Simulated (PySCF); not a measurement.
Start geometry of `BN=O` (BH2NO) from a GFN2-xTB structure with every atom displaced at random (by about 0.01 Å) (Å):
```
atom  x, y, z in Å
B1    -0.5065    0.0316   -0.0037
N2     0.7548   -0.0859    0.0009
O3     1.9253   -0.2104    0.0058
H4    -0.9474    1.0528   -0.4193
H5    -1.1927   -0.8221    0.3784
```

Question: What comes out of this run: PBE0-D3(BJ)/def2-SVP geometry optimisation, gas phase (PySCF)?

Answer: 
```
atom  x, y, z in Å
B1    -0.5456    0.0153   -0.0042
N2     0.7867   -0.0371   -0.0129
O3     1.9509   -0.0827   -0.0200
H4    -1.0429    1.0312   -0.4194
H5    -1.1152   -0.9589    0.4183
```

The energy falls by 0.168 eV over 8 energy and gradient evaluations, the largest force component goes from 0.0954 to 2.1e-04 Eh/bohr, and the atoms move by 0.044 Å rms after alignment. The bond that changes most is B1–N2 (three-coordinate boron to boron-bound nitrogen), which lengthens by 0.067 Å. Bonds longer at the end by more than 0.005 Å: 3 of 4; shorter: 1. Among the angles that change most is H4–B1–H5, from 121.9° to 127.4°. Rotational constants go from 238078, 10847, 10374 to 214861, 10460, 9975 MHz. The orientation of the end geometry is arbitrary; only internal coordinates are fixed.

The run used 52 basis functions and 52 SCF cycles in all.

No frequency check.
